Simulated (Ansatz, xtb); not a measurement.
## CH3NSi−: where a starting geometry ends

The starting geometry of this gas-phase doublet has its atoms placed at random.

```xyz
6

C     0.2004   -1.6776   -0.5038
N     0.8326   -0.6508    1.0900
Si    0.0997    1.0721   -0.4458
H     1.6256   -0.4776    0.7633
H    -0.2025   -1.7165    0.9453
H    -0.6742   -1.4256   -1.0747
```

One run relaxed it with r2SCAN-D4/def2-SVPD. What is a likely outcome?

It ends as a structure given below by its coordinates. Distances that change by over a tenth: N2–H4 (0.87 → 1.02 Å). Contacts that close: C1–N2 (2.00 → 1.47 Å), C1–Si3 (2.75 → 1.94 Å), C1–H5 (1.50 → 1.10 Å), N2–Si3 (2.42 → 1.88 Å).

The energy falls by 7.55 eV over 18 steps:

| step | E − E(last) (eV) |
| --- | --- |
| 1 | 7.555 |
| 3 | 3.466 |
| 5 | 2.365 |
| 7 | 1.914 |
| 9 | 1.338 |
| 10 | 1.138 |
| 12 | 0.508 |
| 14 | 0.018 |
| 16 | 0.000 |
| 18 | 0.000 |

Final geometry (Å):

```yaml
atoms:
  - { symbol: C, position_ang: [-0.0798, -1.1776, -0.0372] }
  - { symbol: N, position_ang: [0.8977, -0.4829, 0.8133] }
  - { symbol: Si, position_ang: [-0.3563, 0.7387, 0.1155] }
  - { symbol: H, position_ang: [1.8161, -0.4372, 0.3712] }
  - { symbol: H, position_ang: [-0.6845, -1.9257, 0.5054] }
  - { symbol: H, position_ang: [0.2883, -1.5912, -0.9938] }
```

From the same start GFN2-xTB ends elsewhere, differing in C1–Si3 (2.46 against 1.94 Å here).

From so rough a start the end depends on the optimiser's path, so another program may land elsewhere. No frequencies were run, so the end isn't proven a minimum. Open shells are spin-unrestricted. Run with Ansatz 0.2.0, 58 s on 2 threads of Intel(R) Xeon(R) Platinum 8259CL CPU @ 2.50GHz (Skylake/Cascade Lake) (shared host).
